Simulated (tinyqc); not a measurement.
Inside a calculation. Method: FCI on RHF in the sto-3g basis, frozen core, for HF, spin multiplicity 1. Computed by tinyqc, a small Python program that keeps every step (integrals from PySCF). Settings: charge = 0, multiplicity = 1, basis = sto-3g, method = RHF, frozen orbitals = 1, energy threshold = 1e-10, iteration cap = 62, orthogonalisation = symmetric, start = atomic densities, DIIS depth = 6, ci = FCI. Command: `OMP_NUM_THREADS=1 python tinyqc.py 23233 23234 out.jsonl` (the two numbers bound the seeds that draw the settings). One thread of a shared host (Intel(R) Xeon(R) Processor @ 2.60GHz), about 0.1 s of CPU time with the checks. The early iterations of the SCF are left out here.

## One-electron integrals

Geometry (angstrom):
```
atom         x         y         z
F     0.000000  0.000000  0.000000
H     0.000000  0.000000  1.120000
```

Basis sto-3g: exponents (1/bohr^2) and contraction coefficients of normalised primitives:
```
element  l (shell)    exponent  coefficient
F            s (1)  166.679130     0.154329
F            s (1)   30.360812     0.535328
F            s (1)    8.216821     0.444635
F            s (2)    6.464803    -0.099967
F            s (2)    1.502281     0.399513
F            s (2)    0.488588     0.700115
F            p (3)    6.464803     0.155916
F            p (3)    1.502281     0.607684
F            p (3)    0.488588     0.391957
H            s (1)    3.425251     0.154329
H            s (1)    0.623914     0.535328
H            s (1)    0.168855     0.444635
```

Overlap, kinetic and nuclear-attraction integrals over the contracted functions; the nuclear repulsion is the sum of Za Zb / Rab.

nuclear repulsion = 4.25231687 hartree

overlap S, lower triangle:
```
           1F 1s     1F 2s    1F 2px    1F 2py    1F 2pz     2H 1s
1F 1s   1.000000
1F 2s   0.237990  1.000000
1F 2px  0.000000  0.000000  1.000000
1F 2py  0.000000  0.000000  0.000000  1.000000
1F 2pz  0.000000  0.000000  0.000000  0.000000  1.000000
2H 1s   0.030429  0.324963  0.000000  0.000000  0.275304  1.000000
```

kinetic energy T (hartree), lower triangle:
```
            1F 1s     1F 2s    1F 2px    1F 2py    1F 2pz     2H 1s
1F 1s   36.984577
1F 2s   -0.212858  1.037995
1F 2px   0.000000  0.000000  3.248015
1F 2py   0.000000  0.000000  0.000000  3.248015
1F 2pz   0.000000  0.000000  0.000000  0.000000  3.248015
2H 1s   -0.007590  0.044832  0.000000  0.000000  0.140797  0.760032
```

nuclear attraction V (hartree), lower triangle:
```
             1F 1s       1F 2s      1F 2px      1F 2py      1F 2pz      2H 1s
1F 1s   -77.482059
1F 2s    -9.289254  -12.012955
1F 2px    0.000000    0.000000  -11.896936
1F 2py    0.000000    0.000000    0.000000  -11.896936
1F 2pz   -0.010094   -0.124833    0.000000    0.000000  -11.967075
2H 1s    -1.217715   -2.859154    0.000000    0.000000   -2.105380  -5.397473
```

core Hamiltonian H = T + V (hartree), lower triangle:
```
             1F 1s       1F 2s     1F 2px     1F 2py     1F 2pz      2H 1s
1F 1s   -40.497483
1F 2s    -9.502112  -10.974960
1F 2px    0.000000    0.000000  -8.648921
1F 2py    0.000000    0.000000   0.000000  -8.648921
1F 2pz   -0.010094   -0.124833   0.000000   0.000000  -8.719060
2H 1s    -1.225305   -2.814321   0.000000   0.000000  -1.964583  -4.637441
```

## Two-electron integrals

Functions are numbered as in S; the eight-fold symmetry (ij|kl) = (ji|kl) = (kl|ij) leaves the list below.

Two-electron integrals (ij|kl) in chemists' order, unique and non-zero (hartree):
```
(11|11) 5.403501   (21|11) 0.841920   (21|21) 0.156299   (22|11) 1.268028
(22|21) 0.292344   (22|22) 0.926167   (31|31) 0.027998   (32|31) 0.043169
(32|32) 0.204588   (33|11) 1.264502   (33|21) 0.292403   (33|22) 0.925959
(33|33) 0.997514   (41|41) 0.027998   (42|41) 0.043169   (42|42) 0.204588
(43|43) 0.053770   (44|11) 1.264502   (44|21) 0.292403   (44|22) 0.925959
(44|33) 0.889973   (44|44) 0.997514   (51|51) 0.027998   (52|51) 0.043169
(52|52) 0.204588   (53|53) 0.053770   (54|54) 0.053770   (55|11) 1.264502
(55|21) 0.292403   (55|22) 0.925959   (55|33) 0.889973   (55|44) 0.889973
(55|55) 0.997514   (61|11) 0.109021   (61|21) 0.020079   (61|22) 0.037354
(61|33) 0.037296   (61|44) 0.037296   (61|51) 0.000817   (61|52) 0.001539
(61|55) 0.037476   (61|61) 0.002606   (62|11) 0.289322   (62|21) 0.067656
(62|22) 0.240709   (62|33) 0.237112   (62|44) 0.237112   (62|51) 0.004612
(62|52) 0.036705   (62|55) 0.247662   (62|61) 0.008828   (62|62) 0.078440
(63|31) 0.006922   (63|32) 0.041623   (63|53) 0.007633   (63|63) 0.011373
(64|41) 0.006922   (64|42) 0.041623   (64|54) 0.007633   (64|64) 0.011373
(65|11) 0.202441   (65|21) 0.047928   (65|22) 0.182531   (65|33) 0.174844
(65|44) 0.174844   (65|51) 0.009771   (65|52) 0.067871   (65|55) 0.197694
(65|61) 0.006502   (65|62) 0.073034   (65|65) 0.078894   (66|11) 0.463164
(66|21) 0.110067   (66|22) 0.452506   (66|33) 0.437699   (66|44) 0.437699
(66|51) 0.008948   (66|52) 0.101397   (66|55) 0.481648   (66|61) 0.014435
(66|62) 0.193588   (66|65) 0.209810   (66|66) 0.774606
```

## Orthogonalisation

S = U s U^T; symmetric (Loewdin) form X = U s^(-1/2) U^T, so that X^T S X = 1.

eigenvalues of S: 0.543930  0.847609  1.000000  1.000000  1.128759  1.479703

X, lower triangle:
```
            1F 1s      1F 2s    1F 2px    1F 2py     1F 2pz     2H 1s
1F 1s    1.022835
1F 2s   -0.128707   1.070281
1F 2px   0.000000   0.000000  1.000000
1F 2py   0.000000   0.000000  0.000000  1.000000
1F 2pz  -0.004365   0.039788  0.000000  0.000000   1.032901
2H 1s    0.017142  -0.188023  0.000000  0.000000  -0.156093  1.079383
```

## Iteration 7 (converged): orbitals

converged F (hartree), lower triangle:
```
             1F 1s      1F 2s     1F 2px     1F 2py     1F 2pz      2H 1s
1F 1s   -25.908623
1F 2s    -6.624369  -3.023734
1F 2px    0.000000   0.000000  -0.462150
1F 2py    0.000000   0.000000   0.000000  -0.462150
1F 2pz   -0.018089  -0.043223   0.000000   0.000000  -0.257293
2H 1s    -0.863244  -0.800283   0.000000   0.000000  -0.482070  -0.373951
```

Diagonalise F' = X^T F X, C = X C', fill 5 alpha and 5 beta electrons from the bottom; D = 2 C_occ C_occ^T. Each column has its largest component positive (the first on a tie).

F' = X^T F X (hartree), lower triangle:
```
            1          2          3          4          5          6
1  -25.437972
2   -3.400201  -1.797430
3    0.000000   0.000000  -0.462150
4    0.000000   0.000000   0.000000  -0.462150
5   -0.040935   0.072812   0.000000   0.000000  -0.125771
6   -0.079943  -0.396492   0.000000   0.000000  -0.473261  -0.060865
```

orbital energies (hartree): MO1 -25.918043, MO2 -1.427124, MO3 -0.522135, MO4 -0.462150, MO5 -0.462150, MO6 0.445264

coefficients C:
```
              MO1        MO2        MO3       MO4        MO5        MO6
1F 1s    0.994903  -0.255824   0.061200  0.000000   0.000000   0.063607
1F 2s    0.021105   0.981048  -0.315937  0.000000   0.000000  -0.369172
1F 2px   0.000000   0.000000   0.000000  0.571712   0.820454   0.000000
1F 2py   0.000000   0.000000   0.000000  0.820454  -0.571712   0.000000
1F 2pz   0.001734   0.041274   0.687598  0.000000   0.000000  -0.786355
2H 1s   -0.003844   0.117828   0.575346  0.000000   0.000000   0.938167
```

D after iteration 7, lower triangle:
```
            1F 1s      1F 2s    1F 2px    1F 2py    1F 2pz     2H 1s
1F 1s    2.118046
1F 2s   -0.498627   2.125432
1F 2px   0.000000   0.000000  2.000000
1F 2py   0.000000   0.000000  0.000000  2.000000
1F 2pz   0.066494  -0.353417  0.000000  0.000000  0.948994
2H 1s    0.002487  -0.132518  0.000000  0.000000  0.800927  0.689843
```

Within a degenerate level the vectors are fixed only up to a rotation; this is one choice.

## Convergence

Stop when the energy changes by less than 1e-10 hartree and every element of the error matrix X^T (F D S - S D F) X is below 3e-06.

Course of the cycle:
```
iteration   E (hartree)     change  largest element of the error matrix
1          -99.21658032          -                             9.41e-01
2          -98.49567960   7.21e-01                             2.87e-01
3          -98.54650184  -5.08e-02                             2.32e-02
4          -98.54700246  -5.01e-04                             3.27e-03
5          -98.54700934  -6.88e-06                             4.27e-05
6          -98.54700935  -1.39e-09                             9.02e-07
7          -98.54700935  -4.26e-13                             4.36e-09
```

PySCF RHF in the same basis = -98.54700935 hartree

Converged in 7 iterations.

## Integrals over molecular orbitals

(pq|rs) = sum C_ip C_jq C_kr C_ls (ij|kl), one index at a time.

one-electron integrals over orbitals h = C^T H C (hartree), lower triangle:
```
            1          2          3          4          5          6
1  -40.479899
2    0.716415  -9.128717
3   -0.162392   0.536494  -7.101266
4    0.000000   0.000000   0.000000  -8.648921
5    0.000000   0.000000   0.000000   0.000000  -8.648921
6   -0.173593   0.932995   2.118105   0.000000   0.000000  -6.056074
```

Two-electron integrals over orbitals (pq|rs), unique and non-zero (hartree); the lowest 1 orbital is frozen and left out:
```
(22|22) 0.864809    (32|22) -0.040247   (32|32) 0.145187    (33|22) 0.717164
(33|32) -0.025097   (33|33) 0.707364    (42|42) 0.186599    (43|42) -0.033697
(43|43) 0.039438    (44|22) 0.889041    (44|32) -0.072572   (44|33) 0.706278
(44|44) 0.997514    (52|52) 0.186599    (53|52) -0.033697   (53|53) 0.039438
(54|54) 0.053770    (55|22) 0.889041    (55|32) -0.072572   (55|33) 0.706278
(55|44) 0.889973    (55|55) 0.997514    (62|22) -0.102603   (62|32) -0.066572
(62|33) -0.026116   (62|44) -0.100755   (62|55) -0.100755   (62|62) 0.092621
(63|22) -0.211369   (63|32) 0.088596    (63|33) -0.104008   (63|44) -0.227961
(63|55) -0.227961   (63|62) 0.044828    (63|63) 0.211818    (64|42) -0.033792
(64|43) -0.019863   (64|64) 0.029959    (65|52) -0.033792   (65|53) -0.019863
(65|65) 0.029959    (66|22) 0.655081    (66|32) 0.055221    (66|33) 0.659623
(66|44) 0.635372    (66|55) 0.635372    (66|62) -0.059379   (66|63) -0.021714
(66|66) 0.691984
```

## FCI: determinants and Hamiltonian

one-electron integrals dressed by the frozen orbital, h + 2 (pq|11) - (p1|1q) (hartree), lower triangle:
```
           2          3          4          5          6
2  -6.764040
3   0.288238  -5.264876
4   0.000000   0.000000  -6.150440
5   0.000000   0.000000   0.000000  -6.150440
6   0.578869   1.332291   0.000000   0.000000  -4.361275
```

energy of the frozen orbital, 2 h_11 + (11|11) = -75.59597205 hartree

Hartree-Fock energy = -98.54700935 hartree

Slater-Condon rules over spin orbitals, with the nuclear repulsion and the energy of the frozen orbital added and E(HF) subtracted on the diagonal. Only determinants linked to the reference directly or through others are kept (one block of an abelian symmetry group), so some states are absent.

Occupation strings over the orbitals (2 doubly, a alpha, b beta, 0 empty; spin orbitals ordered 1a 1b 2a 2b ...): 222220 22a22b 2a222b 22b22a 2b222a 222202 222022 220222 2ab222 2ba222 202222

H - E(HF) between determinants (hartree), lower triangle:
```
           222220     22a22b     2a222b     22b22a     2b222a     222202     222022     220222
222220   0.000000
22a22b   0.000000   0.519595
2a222b   0.000000  -0.010393   1.309928
22b22a   0.000000  -0.211818  -0.044828   0.519595
2b222a   0.000000  -0.044828  -0.092621  -0.010393   1.309928
222202   0.029959   0.019863   0.033792  -0.019863  -0.033792   1.022754
222022   0.029959   0.019863   0.033792  -0.019863  -0.033792   0.053770   1.022754
220222   0.211818   0.082294  -0.088596  -0.082294   0.088596   0.039438   0.039438   1.119291
2ab222  -0.044828   0.088596  -0.189655  -0.033262   0.066572   0.033697   0.033697   0.090711
2ba222   0.044828  -0.033262   0.066572   0.088596  -0.189655  -0.033697  -0.033697  -0.090711
202222   0.092621   0.066572   0.043224  -0.066572  -0.043224   0.186599   0.186599   0.145187

           2ab222     2ba222    202222
2ab222   1.923967
2ba222  -0.145187   1.923967
202222   0.105861  -0.105861  2.866487
```

## FCI: roots

Diagonalise (each vector has its largest component positive (the first on a tie)); all determinants have Ms = 0, so triplets appear too. The lowest singlet root is the correlation energy.

lowest roots of this matrix, relative to E(HF) (hartree): -0.045189  0.302870  0.686946  0.968983  0.998794  1.147966  1.193552  1.354042

lowest vectors:
```
           root 1     root 2     root 3     root 4
222220   0.981470   0.000000  -0.065112   0.000000
22a22b   0.017890   0.705623   0.679291   0.000000
2a222b  -0.004980   0.039494  -0.080854   0.000000
22b22a  -0.017890   0.705623  -0.679291   0.000000
2b222a   0.004980   0.039494   0.080854   0.000000
222202  -0.018110   0.000000  -0.010613   0.707107
222022  -0.018110   0.000000  -0.010613  -0.707107
220222  -0.182246   0.000000  -0.228262   0.000000
2ab222   0.028701  -0.023161  -0.060523   0.000000
2ba222  -0.028701  -0.023161   0.060523   0.000000
202222  -0.022569   0.000000  -0.012621   0.000000
```

<S^2> of these roots: 0.000000  2.000000  0.000000  0.000000  0.000000  0.000000  2.000000  0.000000

weight of the ground state by excitation level 0, 1, 2, ...: 0.963284  0.000690  0.036026
